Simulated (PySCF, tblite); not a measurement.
# C₃H₃ClFO radical: geometry, infrared bands and EPR parameters

Wanted: the infrared bands and EPR parameters of C₃H₃ClFO radical (`FCO/[C]=C\Cl`), by calculation.

Computed with tblite 0.8.0 and PySCF 2.14.0, with density-fitted response routines of our own, on a single molecule in the gas phase. Atoms are numbered from 0 throughout.

**1. The molecule as given**

9 atoms, charge 0, multiplicity 2; geometry from: GFN2-xTB.

Bonds of the start (Å): F0–C1 1.36, C1–O2 1.40, O2–C3 1.31, C3–C4 1.29, C4–Cl5 1.81, C1–H6 1.10, C1–H7 1.10, C4–H8 1.07.

**2. Infrared spectrum with GFN2-xTB**

The job: settings as JSON, then the geometry in Å.

```
{"job": {"kind": "ir", "xc": "GFN2-xTB", "basis": "xTB"}, "charge": 0, "multiplicity": 2}
F     -1.964530    -0.505288    -0.452849
C     -1.277039     0.558274     0.047770
O     -0.451241     0.150227     1.101312
C      0.598563    -0.586217     0.841989
C      1.568194    -0.755200     0.012649
Cl     1.961431     0.444633    -1.289712
H     -2.006623     1.261536     0.464730
H     -0.699607     0.989979    -0.781563
H      2.284415    -1.551949     0.030494
```

**Question.** This job is followed by: PBE0-D3(BJ)/def2-SVP geometry optimisation, gas phase; UKS B3LYP, IGLO-III on C Cl F O, pcH-1 on H, non-relativistic, mean-field spin-orbit, GIAO. Predict these results of the whole session: strongest single infrared mode (GFN2-xTB); zero-point energy (GFN2-xTB); point group; rotational constants (main isotopes); g(iso) (B3LYP); ⟨S²⟩; largest a(iso) (averaged by class).

As calculated:

| quantity | value |
| --- | --- |
| strongest single infrared mode (GFN2-xTB) | 1008 cm⁻¹, 201 km/mol |
| zero-point energy (GFN2-xTB) | 33.1 kcal/mol |
| point group | C1 |
| rotational constants (main isotopes) | 7.01, 1.42, 1.31 GHz |
| g(iso) (B3LYP) | 2.00177 |
| ⟨S²⟩ | 0.760 (exact 0.75) |
| largest a(iso) (averaged by class) | 13C on C3, 464.1 MHz |

**Reading.** No mode is imaginary among the 21: a minimum at this level. The strongest single mode, at 1008 cm⁻¹, moves mainly C1 and F0. GFN2-xTB is a fitted tight-binding method: band positions and strengths are rough. Its intensities can rank the bands wrongly. Relaxing lowered the energy by 0.116 eV in 9 steps; the close pair that moved most is C4–Cl5, from 1.814 to 1.749 Å. C3 carries the largest spin population, 0.86 e. The isotropic g lies 0.5 ppt below the free-electron value.
